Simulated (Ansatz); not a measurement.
mu-NH2-B2H5 (B2NH7). Charge 0, multiplicity 1. Geometry PBE-D4/def2-TZVP.

Cartesian coordinates in Å:
```
B 0.0119 -0.6435 0.7714
N 0.3379 -0.4234 -0.7384
B -0.2481 0.9395 -0.2551
H -0.4695 0.5873 1.0245
H -0.9334 -1.3584 0.9673
H 0.9829 -0.7136 1.4751
H 1.3206 -0.4302 -0.9979
H -0.2206 -0.9481 -1.4061
H 0.5673 1.8171 -0.1662
H -1.3492 1.1733 -0.6747
```

Problem. Estimate the orbital energies around the gap (eV) in Ansatz with HF/def2-TZVP, r2SCAN-D4/def2-TZVP, PBE0-D4/def2-SVP, PBE0-D4/def2-TZVP, PBE0-D4/def2-TZVPD.

Solution. 
| orbital | HF/def2-TZVP | r2SCAN-D4/def2-TZVP | PBE0-D4/def2-SVP | PBE0-D4/def2-TZVP | PBE0-D4/def2-TZVPD |
| --- | --- | --- | --- | --- | --- |
| HOMO−5 | -18.37 | -12.36 | -13.54 | -13.67 | -13.67 |
| HOMO−4 | -16.32 | -11.21 | -12.32 | -12.37 | -12.37 |
| HOMO−3 | -13.35 | -8.66 | -9.74 | -9.78 | -9.78 |
| HOMO−2 | -13.15 | -8.55 | -9.51 | -9.58 | -9.59 |
| HOMO−1 | -12.87 | -8.43 | -9.48 | -9.55 | -9.55 |
| HOMO | -12.41 | -7.75 | -8.75 | -8.83 | -8.83 |
| LUMO | 2.96 | 0.29 | 1.08 | 0.40 | -0.14 |
| LUMO+1 | 3.86 | 0.90 | 1.75 | 1.30 | 0.70 |
| LUMO+2 | 3.88 | 1.61 | 2.30 | 1.68 | 0.81 |
| LUMO+3 | 4.25 | 2.02 | 3.26 | 1.92 | 1.06 |
| LUMO+4 | 4.70 | 2.60 | 4.20 | 2.49 | 1.71 |
| LUMO+5 | 5.01 | 3.06 | 5.08 | 2.85 | 1.74 |
